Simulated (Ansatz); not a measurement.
I need a ranking of conformers of C4H9O2 (charge -1), SMILES COCC(C)[O-]. Use the Ansatz DFT code, driven from Python. Use (for the species named): MP2, cc-pVDZ basis, multiplicity 1.

Script `conformers_c4h9o2.py`:
```python
"""Conformer energies of C4H9O2(-)."""

from dataclasses import dataclass

import ansatz
from rdkit import Chem
from rdkit.Chem import AllChem


@dataclass
class Settings:
    basis_set: str = "cc-pVDZ"
    method: str = "mp2"
    net_charge: int = -1


cfg = Settings()


def main() -> None:
    rd = Chem.AddHs(Chem.MolFromSmiles("COCC(C)[O-]"))
    ids = list(AllChem.EmbedMultipleConfs(rd, numConfs=20, randomSeed=542, pruneRmsThresh=0.4))
    field = [energy for _, energy in AllChem.MMFFOptimizeMoleculeConfs(rd)]
    distinct = {round(e, 2): i for i, e in zip(ids, field)}
    chosen = sorted(distinct.items())[:4]
    found = []
    for force_field, index in chosen:
        geometry = ansatz.Crystal.molecule()
        for atom, xyz in zip(rd.GetAtoms(), rd.GetConformer(index).GetPositions()):
            geometry = geometry.atom(atom.GetSymbol(), xyz.round(5).tolist())
        setup = (
            geometry.calculation()
            .basis(gaussian=cfg.basis_set)
            .correlation(cfg.method)
            .charge(cfg.net_charge)
        )
        found.append(setup.run().report["free_energy_ev"])
    print("conformer   MMFF (kcal/mol)   this level (kJ/mol)")
    for (force_field, index), e in zip(chosen, found):
        print(f"{index:9d} {force_field - chosen[0][0]:17.2f} {96.485332 * (e - min(found)):17.3f}")


if __name__ == "__main__":
    main()
```

```console
$ python conformers_c4h9o2.py
conformer   MMFF (kcal/mol)   this level (kJ/mol)
        0              0.00             8.555
        4              1.34             0.000
        7              1.41             0.636
        8              4.29            16.442
```

What to keep in mind:
- The conformers keep their force-field geometries.
- Anions want diffuse functions, which this basis lacks.
- Finished in 12 s on 1 thread of Arm Neoverse V1, on a shared host, peak memory 0.36 GiB.

(Lines on the test bed's own set-up are left out of the output.)
